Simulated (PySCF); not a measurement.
**hydrogen chloride: gas-phase deprotonation enthalpies at several levels**

Structure: `Cl` (HCl). Numbering: `[ClH:1]`

All levels share the PBE0-D3(BJ)/ma-def2-SVP structures and the PBE0-D3(BJ)/ma-def2-SVP thermal terms; only the single-point energies (PySCF) change. Values are gas-phase deprotonation enthalpies (298 K, kJ/mol).

```jsonl
{"level": "LDA/ma-def2-TZVP", "Cl1": "1361", "abs. error": "34.2", "time": "0.51 s"}
{"level": "PBE0-D3(BJ)/6-31G", "Cl1": "1363", "abs. error": "31.7", "time": "0.27 s"}
{"level": "PBE0-D3(BJ)/6-31+G*", "Cl1": "1363", "abs. error": "31.4", "time": "0.29 s"}
{"level": "PBE0-D3(BJ)/aug-pcseg-1", "Cl1": "1378", "abs. error": "17.1", "time": "0.33 s"}
{"level": "CAM-B3LYP-D3(BJ)/ma-def2-TZVP", "Cl1": "1379", "abs. error": "15.8", "time": "0.47 s"}
{"level": "PBE0-D3(BJ)/def2-SVPD", "Cl1": "1380", "abs. error": "15.3", "time": "0.33 s"}
{"level": "ωB97M-D3(BJ)/ma-def2-TZVP (grid 3)", "Cl1": "1380", "abs. error": "15.1", "time": "0.74 s"}
{"level": "PBE0-D3(BJ)/ma-def2-SVP", "Cl1": "1381", "abs. error": "14.1", "time": "0.28 s"}
{"level": "BLYP-D3(BJ)/ma-def2-TZVP", "Cl1": "1381", "abs. error": "13.4", "time": "0.58 s"}
{"level": "M06-2X/ma-def2-TZVP (grid 3)", "Cl1": "1382", "abs. error": "13.3", "time": "0.82 s"}
{"level": "PBE0-D3(BJ)/aug-cc-pVDZ", "Cl1": "1382", "abs. error": "12.5", "time": "0.33 s"}
{"level": "PBE0-D3(BJ)/6-311+G**", "Cl1": "1384", "abs. error": "11.2", "time": "0.33 s"}
{"level": "B3LYP-D3(BJ)/ma-def2-TZVP", "Cl1": "1386", "abs. error": "8.9", "time": "0.4 s"}
{"level": "HF/ma-def2-TZVP", "Cl1": "1386", "abs. error": "8.8", "time": "0.19 s"}
{"level": "BHandHLYP/ma-def2-TZVP", "Cl1": "1387", "abs. error": "8.2", "time": "0.36 s"}
{"level": "PBE-D3(BJ)/ma-def2-TZVP", "Cl1": "1387", "abs. error": "8.0", "time": "0.59 s"}
{"level": "BP86-D3(BJ)/ma-def2-TZVP", "Cl1": "1387", "abs. error": "7.7", "time": "0.59 s"}
{"level": "r2SCAN-D3(BJ)/ma-def2-TZVP (grid 3)", "Cl1": "1389", "abs. error": "5.5", "time": "1.1 s"}
{"level": "M06/ma-def2-TZVP (grid 3)", "Cl1": "1390", "abs. error": "5.2", "time": "0.83 s"}
{"level": "PBE0-D3(BJ)/6-311++G(2d,2p)", "Cl1": "1391", "abs. error": "4.2", "time": "0.36 s"}
{"level": "HSE06/ma-def2-TZVP", "Cl1": "1391", "abs. error": "3.9", "time": "0.71 s"}
{"level": "PBE0-D3(BJ)/ma-def2-TZVP", "Cl1": "1392", "abs. error": "2.6", "time": "–"}
{"level": "PBE0-D3(BJ)/aug-cc-pVTZ", "Cl1": "1393", "abs. error": "1.4", "time": "0.49 s"}
{"level": "PBE0-D3(BJ)/def2-TZVPD", "Cl1": "1394", "abs. error": "0.8", "time": "0.46 s"}
{"level": "ωB97X-D3(BJ)/ma-def2-TZVP", "Cl1": "1395", "abs. error": "0.1", "time": "0.42 s"}
{"level": "PBE0-D3(BJ)/pcseg-1", "Cl1": "1395", "abs. error": "0.4", "time": "0.28 s"}
{"level": "PBE0-D3(BJ)/aug-cc-pVQZ", "Cl1": "1395", "abs. error": "0.5", "time": "0.92 s"}
{"level": "PBE0-D3(BJ)/jun-cc-pV(T+d)Z", "Cl1": "1396", "abs. error": "0.7", "time": "0.45 s"}
{"level": "TPSS-D3(BJ)/ma-def2-TZVP (grid 3)", "Cl1": "1396", "abs. error": "1.2", "time": "0.78 s"}
{"level": "TPSSh-D3(BJ)/ma-def2-TZVP (grid 3)", "Cl1": "1397", "abs. error": "2.1", "time": "0.94 s"}
{"level": "PBE0-D3(BJ)/def2-QZVPPD", "Cl1": "1397", "abs. error": "2.2", "time": "0.9 s"}
{"level": "LC-ωPBE/ma-def2-TZVP", "Cl1": "1398", "abs. error": "3.0", "time": "0.62 s"}
{"level": "M06-L/ma-def2-TZVP (grid 3)", "Cl1": "1400", "abs. error": "4.6", "time": "1.1 s"}
{"level": "B97-2/ma-def2-TZVP", "Cl1": "1402", "abs. error": "6.9", "time": "0.4 s"}
{"level": "PBE0-D3(BJ)/def2-QZVP", "Cl1": "1406", "abs. error": "10.8", "time": "0.78 s"}
{"level": "PBE0-D3(BJ)/6-31G*", "Cl1": "1408", "abs. error": "13.4", "time": "0.28 s"}
{"level": "PBE0-D3(BJ)/pcseg-2", "Cl1": "1414", "abs. error": "18.9", "time": "0.37 s"}
{"level": "OPBE/ma-def2-TZVP", "Cl1": "1415", "abs. error": "19.8", "time": "0.62 s"}
{"level": "PBE0-D3(BJ)/cc-pVTZ", "Cl1": "1421", "abs. error": "26.1", "time": "0.37 s"}
{"level": "PBE0-D3(BJ)/def2-TZVP", "Cl1": "1423", "abs. error": "27.6", "time": "0.35 s"}
{"level": "PBE0-D3(BJ)/def2-TZVPP", "Cl1": "1425", "abs. error": "30.4", "time": "0.43 s"}
{"level": "PBE0-D3(BJ)/cc-pVDZ", "Cl1": "1441", "abs. error": "46.5", "time": "0.29 s"}
{"level": "PBE0-D3(BJ)/def2-SV(P)", "Cl1": "1469", "abs. error": "74.5", "time": "0.29 s"}
{"level": "PBE0-D3(BJ)/def2-SVP", "Cl1": "1493", "abs. error": "98.6", "time": "0.27 s"}
{"level": "ATcT 1.112", "Cl1": "1395", "abs. error": "", "time": ""}
```

Times are wall times for all single points of a level on 1 thread of Arm Neoverse V1, a shared host; the dash marks the run that also made the structures. BLYP, BP86, HSE06, LC-ωPBE, LDA, M06-L, OPBE, PBE, TPSS, r2SCAN ran on a slower path of this set-up, which computes the density-fitting integrals anew in every SCF cycle while the other levels store them. So the times needn't show the usual order of cost, and those levels read slower than they are.

Hartree-Fock leaves out electron correlation, so its deprotonation energies can be off by tens of kJ/mol.

The spread: 133 kJ/mol, from 1361 to 1493.

Bases without diffuse functions serve anions poorly.

Differences come from unrounded values, so a last digit can differ from that of the printed terms.
